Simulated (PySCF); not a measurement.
dichloromethane (CH2Cl2), SMILES ClCCl. The structure is a stationary point at PBE0-D3(BJ)/def2-TZVP.

PySCF with TDDFT-PBE/def2-SVPD puts the lowest singlet excitations at 6.29, 6.70, 6.84, 7.06, 7.25, 7.46 eV.

**Question.** What are the lowest excitation roots from PySCF with ADC(2)/aug-cc-pVDZ? (An estimate is asked for; the answer gives what the named calculation found.)

**Answer.** 7.26, 7.41, 7.93, 7.97, 8.13, 8.40 eV. S1 differs by 0.97 eV (second minus first; roots are paired by order, and the bases may differ).
